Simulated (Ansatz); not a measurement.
**AlHCl2: vertical ionisation energy**

How much energy removes an electron from AlHCl2 at fixed geometry? The cation is run at each level and the neutral's energy taken from earlier runs.

Method: unrestricted cation, the program's frozen cores in correlated methods; program: Ansatz 0.2.0, Gaussian basis.

Plan: UKS PBE-D4/def2-TZVPP; UKS r2SCAN-D4/def2-TZVPP; UKS PBE0-D4/def2-TZVPP; UKS B3LYP-D4/def2-TZVPP; UKS wB97X-V/def2-TZVPP; UKS wB97M-V/def2-TZVPP; UKS B2PLYP/def2-TZVPP; UHF-CCSD(T)/def2-TZVPP; UHF-MP2/def2-QZVPP; extrapolation to the limit; then −ε(HOMO) from the neutral's earlier runs with LDA (SPW92), PBE-D4, revPBE-D4, BLYP-D4, r2SCAN-D4, B97M-V, PBE0-D4, B3LYP-D4, r2SCANh-D4, r2SCAN0-D4, HSE06-D4, BHLYP-D4, CAM-B3LYP-D4, LC-ωPBE, ωB97X-V, ωB97M-V.

### Step 1. The geometry

The geometry comes from an earlier relaxation with PBE0-D4 in a triple-zeta def2 set; it is a stationary point.

SMILES `[Cl][AlH][Cl]`, 4 atoms, charge 0, spin multiplicity 1.

Atoms are counted from 1 here; the program's logs count them from 0.

Bond lengths: Cl1–Al2 2.082 Å, Al2–Cl3 2.082 Å, Al2–H4 1.563 Å. Angles: Cl1–Al2–Cl3 118.2°, Cl1–Al2–H4 120.9°, Cl3–Al2–H4 120.9°.

### Step 2. Cation, UKS PBE-D4/def2-TZVPP

Input file in.yaml:

```yaml
crystal:
  periodic: [false, false, false]
  atoms:
    - {symbol: Cl, position_ang: [-1.277891, 0.641289, 1.390737]}
    - {symbol: Al, position_ang: [0.128084, 0.067687, -0.033761]}
    - {symbol: Cl, position_ang: [-0.163086, -1.736132, -1.031986]}
    - {symbol: H, position_ang: [1.368393, 0.966757, -0.345289]}
basis:
  gaussian: {orbitals: def2-TZVPP}
total_charge: 1
magnetization: {spin_polarized: true, initial_magnetization: 1}
hamiltonian: {xc: pbe, dispersion: d4}
```

On the command line:

```
ansatz run in.yaml --threads 4 --pin off --events-out ev --progress --plain --max-ram 10444MiB
```

Further steps of the session: Cation, UKS r2SCAN-D4/def2-TZVPP; Cation, UKS PBE0-D4/def2-TZVPP; Cation, UKS B3LYP-D4/def2-TZVPP; Cation, UKS wB97X-V/def2-TZVPP; Cation, UKS wB97M-V/def2-TZVPP; Cation, UKS B2PLYP (frozen core)/def2-TZVPP; Cation, UHF-CCSD(T)/def2-TZVPP; Cation, UHF-MP2/def2-QZVPP.

**Question.** What will the summary of the whole plan be? Wanted: ionisation energy, CCSD(T)/CBS; nearest functional by difference; nearest −ε(HOMO); −ε(HOMO) of PBE; T1 of the cation.

The runs gave:

```
                        quantity               value
  ionisation energy, CCSD(T)/CBS            12.15 eV
nearest functional by difference  ωB97X-V (-0.20 eV)
                nearest −ε(HOMO)  LC-ωPBE (-0.04 eV)
                 −ε(HOMO) of PBE             7.94 eV
                T1 of the cation               0.043
```

In words: Energy differences with functionals land within 1.12 eV of the reference. −ε(HOMO) of PBE misses by 4.2 eV, since self-interaction lifts the level. Among orbital estimates LC-ωPBE comes nearest. Hartree-Fock falls 1.05 eV short, as the neutral has more correlation energy than the cation. The cation's T1 (from the report) is 0.043, near the customary mark of 0.045 for open shells, so the coupled-cluster value is less safe.
